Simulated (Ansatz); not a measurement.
One structure, 3 elements: Ca3Hf, Sr3Hf, Ba3Hf

Plane-wave DFT in Ansatz with scalar-relativistic PAW potentials, cutoff 420 eV, Γ-centred meshes chosen by cell and gap, Gaussian smearing with energies taken to zero width. Every cell was relaxed (cell and atoms) in a run of its own, within the symmetry of its start. Functional: PBE.

All members share space group P6_3/mmc and the same sites; only the element on one set of sites changes (Ca, Sr, Ba). Members needn't be the stable form of their composition. Energies over the elements, where given, are against the elements' standard states in the same functional (H₂, N₂, O₂ and halogens uncorrected, Hg as a solid). The first member:

Space group P6_3/mmc (No. 194). a = 7.341 Å, b = 7.341 Å, c = 5.802 Å, α = 90.00°, β = 90.00°, γ = 120.00°
| atom | site | symmetry | x | y | z |
| --- | --- | --- | --- | --- | --- |
| Ca | 6h | mm2 | 0.8257 | 0.6514 | 0.2500 |
| Hf | 2c | -6m2 | 0.3333 | 0.6667 | 0.2500 |

| compound | V (Å³/atom) | a (Å) | c (Å) | energy over elements (eV/atom) |
| --- | --- | --- | --- | --- |
| Ca3Hf | 33.85 | 7.341 | 5.802 | 0.470 |
| Ba3Hf | 44.19 | 8.099 | 6.224 | 0.626 |

**Question.** Predict the member with Sr.

**Answer.** V (Å³/atom) 40.96, a (Å) 7.857, c (Å) 6.129, energy over elements (eV/atom) 0.611. Interpolating linearly in period between Ca and Ba would give 39.02 Å³/atom (4.7 % too small), with 0.548 eV/atom over the elements. Over the whole series the volume grows at each step down the group; all are metallic on the mesh; none is bound against its elements in this structure, and Ca comes closest.

Spin-orbit coupling is left out, which matters for the bands of heavy elements.